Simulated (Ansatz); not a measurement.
What a trial cell of Ge₂P₃ relaxes into

Theory: DFT PBE, scalar-relativistic, plane waves, PAW (Ansatz). Cutoff 420 eV, Γ-centred k mesh, Gaussian smearing, no spin polarisation in the final step.

Ge₂P₃ was placed on the sites of a reported La2O3 cell (P321, No. 150), with Ge in place of La, P in place of O, at a guessed volume.

```
Ge P
1.0
     3.93274    0.00000    0.00000
    -1.96637    3.40585    0.00000
     0.00000    0.00000    6.12427
Ge P
2 3
Direct
  0.33333 0.66667 0.25000
  0.66667 0.33333 0.75000
  0.25000 0.25000 0.00000
  0.75000 0.00000 0.00000
  0.00000 0.75000 0.00000
```

Steps on the 6×6×4 mesh (5 atoms). 12 of 20 steps are shown, and the free energy counts from the last. Trial steps that were taken back and renewals of the plane-wave basis can be among the rows.

| step | ΔF (meV/atom) | V (Å³/atom) | P (GPa) | largest force component (eV/Å) |
| --- | --- | --- | --- | --- |
| 1 | 2820.1 | 16.41 | 100.00 | 23.282 |
| 3 | 416.1 | 20.31 | 20.72 | 2.863 |
| 4 | 175.7 | 22.13 | 8.59 | 0.959 |
| 6 | 72.3 | 23.02 | -0.05 | 0.108 |
| 8 | 66.8 | 21.83 | 0.00 | 0.137 |
| 10 | 66.0 | 19.68 | 1.92 | 0.202 |
| 11 | 63.0 | 21.06 | -1.14 | 0.078 |
| 13 | 21.9 | 20.64 | 2.50 | 0.029 |
| 15 | 2.8 | 22.25 | 0.20 | 0.128 |
| 17 | 1.1 | 22.69 | -0.04 | 0.085 |
| 18 | 0.8 | 22.87 | 0.04 | 0.044 |
| 20 | 0.0 | 23.03 | 0.04 | 0.007 |

A final relaxation ran on a 12×12×8 mesh. The relaxed crystal, P321 (No. 150):

```
Ge P
1.0
     4.94639    0.00000    0.00000
    -2.47319    4.28370    0.00000
     0.00000    0.00000    5.42036
Ge P
2 3
Direct
  0.33333 0.66667 0.31274
  0.66667 0.33333 0.68726
  0.26355 0.26355 0.00000
  0.73645 0.00000 0.00000
  0.00000 0.73645 0.00000
```

- Volume per atom: 23.0 Å³
- Density: 3.4 g/cm³
- Energy over the elements: 0.35 eV/atom
- Gap on the 12×12×8 mesh: 0 eV (a metal)

Energies over the elements count from the elements' standard structures at the same level, with no empirical corrections.

The final run used a 12×12×8 mesh on its 5-atom cell and 0.10 eV smearing. For metals, differences of a few meV/atom aren't resolved. No dispersion correction is applied, so the spacing between layers, chains or molecules is poorly fixed, and with it the volume and density.

A structure relaxed within its symmetry needn't be a true minimum.

Cost: 3 runs of about 5 core-minutes in all, on Arm Neoverse V2 (shared hosts).